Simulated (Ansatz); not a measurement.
fcc Sr was calculated with LDA (plane waves, PAW; Ansatz, a first-principles code).

Numerical settings: plane-wave cutoff 520 eV, 18×18×18 k mesh, Fermi–Dirac smearing 0.036 eV (set by the program), scalar-relativistic PAW data made under PBE.

The cell has the measured lattice: a = b = c = 6.086 Å, α = β = γ = 90.00°.

Give the computed elastic constant C12, Young modulus, Voigt–Reuss–Hill bulk modulus, elastic constant C11 and elastic constant C44.


- elastic constant C12 = 6.07 GPa
- Young modulus = 12.8 GPa
- Voigt–Reuss–Hill bulk modulus = 7.71 GPa
- elastic constant C11 = 11.0 GPa
- elastic constant C44 = 8.65 GPa

Measured, for comparison: elastic constant C11 15 GPa (temperature not stated, not corrected to a static lattice; as tabulated in Mehl and Papaconstantopoulos (1996), arXiv:mtrl-th/9602003). Computed (rounded) less measured: elastic constant C11 -27 %.

Note: the cell isn't this level's own, so it is under some stress, which shifts stiffness and frequencies.

Elastic constants are with the ions relaxed.

Computed values are for the static lattice.

Computing time: very roughly 3 core-minutes.
